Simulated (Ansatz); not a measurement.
# Multireference treatment of C₂H₄N, doublet

Calculated in Ansatz's Gaussian-basis code. Basis cc-pVTZ, nonrelativistic, no frozen core. State-specific CASSCF; RHF is the lowest restricted (open-shell) Hartree–Fock solution met. Solutions may break the symmetry of the shape. The lowest solution met needn't be the lowest there is, nor hold the orbitals that a chemist would pick.

Geometry:

```xyz
7

C     0.0000   -1.1284   -0.3908
C     0.0000    0.2721   -0.3536
N     0.0000    1.0393    0.7177
H     0.0000   -1.7118    0.5268
H     0.0000   -1.6701   -1.3313
H     0.0000    0.8016   -1.3101
H     0.0000    0.4429    1.5575
```

Problem. What do CASSCF and its corrections give against RHF in CAS(3,3), and what are the occupations?

Solution. CASSCF -1.131 eV, SC-NEVPT2 -15.522 eV; occupations 1.90, 1.00, 0.10.

Problem. Roughly how much CPU time does a whole run from the default start take (median of such runs, summed over threads; nearly all runs on one pinned thread of a shared server, mostly Xeon at 2.3 to 2.6 GHz, by a development driver)?

Solution. CAS(3,3): about 7.2 s. Other jobs ran beside these, and the count of passes differs.
